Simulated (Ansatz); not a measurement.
Correlation energies of `FC1C=CO1` by basis set

Z-matrix (Å, degrees):
```
C
C 1 1.501
C 1 1.929 2 43.5
F 1 1.345 2 119.0 3 117.4
O 1 1.454 2 88.9 3 3.4
H 1 1.093 2 117.4 3 -107.9
H 2 1.075 1 136.1 3 174.1
H 3 1.082 1 168.1 2 -156.3
```

The species carries charge 0 and has multiplicity 1. Geometry: relaxed with PBE0-D4/def2-TZVP. Frozen core, restricted reference, the Gaussian-basis code of Ansatz. CBS rows extrapolate triple and quadruple zeta; past MP2 they add the triple-zeta difference.

```
     basis     HF (Eh)  MP2 corr.
  def2-SVP  -289.33952   -0.75397
def2-TZVPP  -289.68930   -0.95319
def2-QZVPP  -289.70204   -1.02674
```

Problem. Estimate the CCSD correlation energy and the (T) correction in each basis where they were run (hartree).

Solution. 
| basis | CCSD corr. | (T) |
| --- | --- | --- |
| def2-SVP | -0.78236 | -0.02446 |
| def2-TZVPP | -0.96938 | -0.04103 |
| CBS(def2) | -1.09741 | as TZ |
